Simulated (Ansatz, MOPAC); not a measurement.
Species: phosphine, PH3, net charge 0, singlet state. SMILES: P

Atoms: P1, H2, H3, H4. Bonds: P1-H2, P1-H3, P1-H4.

Bond lengths (Å) and angles (degrees) optimised at PM7 with MOPAC; B3LYP/LANL2DZ with Ansatz (a program for electronic structure); B3LYP/6-31G* with Ansatz; MP2/6-31G* with Ansatz, each started from the B3LYP-D3(BJ)/def2-TZVP structure (Ansatz) of the last column. A row stands for all coordinates that are equal there. 6-31G* holds six Cartesian d functions. No wavenumbers were computed at B3LYP/LANL2DZ, MP2/6-31G*, so these may be saddle points.

```csv
coordinate,PM7,B3LYP/LANL2DZ,B3LYP/6-31G*,MP2/6-31G*,B3LYP-D3(BJ)/def2-TZVP
P1-H2,1.500,1.448,1.424,1.415,1.419
H2-P1-H3,100.3,94.0,93.4,94.6,93.4
```

Mean signed difference of all 3 bond lengths from B3LYP-D3(BJ)/def2-TZVP: PM7 0.081 Å, B3LYP/LANL2DZ 0.029 Å, B3LYP/6-31G* 0.006 Å, MP2/6-31G* -0.004 Å.
